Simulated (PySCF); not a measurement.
Molecule: `InChI=1S/C5H12N/c1-5-6(2,3)4/h5H,1H2,2-4H3/q+1`.

Geometry:
```tsv
atom	x (Å)	y (Å)	z (Å)
C1	2.000	0.253	0.979
C2	1.270	0.057	-0.109
N3	-0.203	-0.031	-0.149
C4	-0.571	-1.374	-0.701
C5	-0.835	0.137	1.189
C6	-0.705	1.041	-1.067
H7	1.596	0.374	1.985
H8	3.086	0.299	0.871
H9	1.707	-0.061	-1.104
H10	-1.662	-1.429	-0.802
H11	-0.099	-1.498	-1.684
H12	-0.209	-2.148	-0.015
H13	-0.484	-0.656	1.859
H14	-1.921	0.063	1.067
H15	-0.574	1.123	1.592
H16	-0.265	0.896	-2.061
H17	-0.407	2.016	-0.665
H18	-1.798	0.970	-1.130
```

Total charge +1.

Spin–spin couplings on one PBE0-D3(BJ)/def2-SVP geometry, PySCF, gas phase, non-relativistic, equivalent pairs averaged (spin–dipole term only in couplings to heteroatoms); isotopes $^{1}$H; functional B3LYP.

Reference values (Hz): $^{3}J$(H9,H8) = 8.2 (measured; solution (compiled); Pretsch, Buehlmann, Badertscher, Structure Determination of Organic Compounds, 4th ed., Springer 2009); $^{3}J$(H9,H7) = 15.1 (measured; solution (compiled); Pretsch, Buehlmann, Badertscher, Structure Determination of Organic Compounds, 4th ed., Springer 2009); $^{2}J$(H7,H8) = -4.3 (measured; solution (compiled); Pretsch, Buehlmann, Badertscher, Structure Determination of Organic Compounds, 4th ed., Springer 2009).

Question: How do the couplings (Hz) change with the basis set? Times are CPU seconds on shared hosts with different chips, so compare them loosely. Far from the basis limit: 6-31G*, pcJ-0, 6-31G-J, def2-TZVP.

Answer: 
```
basis set  functions  $^{3}J$(H9,H8)  $^{3}J$(H9,H7)  $^{2}J$(H7,H8)  mean abs. error  core-s
   6-31G*        108             8.6            13.6            -7.2              1.6      17
    pcJ-0        114             8.7            15.2            -6.5              0.9      16
  6-31G-J        120            10.6            15.8            -8.8              2.5      18
def2-TZVP        258             7.8            13.5            -4.2              0.7      62
    pcJ-1        282             9.7            16.5            -5.9              1.5     110
```

Errors compare magnitudes, without vibrational corrections, and the largest couplings weigh most in the mean. Closest: def2-TZVP; furthest: 6-31G-J.

The Fermi-contact term samples the wavefunction at the nucleus, which is why sets with added tight s functions (names with J) are made for couplings. Agreement of an ordinary basis with the reference is then largely a cancellation of errors.
